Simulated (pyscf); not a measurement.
Single points on ωB97X-D3(BJ)/def2-SVP structures (PySCF, gas phase).

**Question.** What is the homolytic dissociation enthalpy (298 K, ωB97M-D3(BJ)/def2-TZVP) of the C–W bond of H₃C–WH(F)(F)(F)–F (SMILES [CH3][WH]([F])([F])([F])[F]), to CH₃• + [F–WH(F)(F)–F]•?

**Answer.** C–W to CH₃• + [F–WH(F)(F)–F]•: 1.86 eV. The 7 functionals that were run give +1.82 (M06-2X) to +2.20 eV (PBE). The radicals are drawn with the spin at the cut bond; how far it spreads was not checked. Open-shell species with a d-block atom are single-reference here; other states, and whether the spin sits on metal or ligand, were not checked. Elements past Kr carry the def2 core potentials, without spin-orbit coupling.
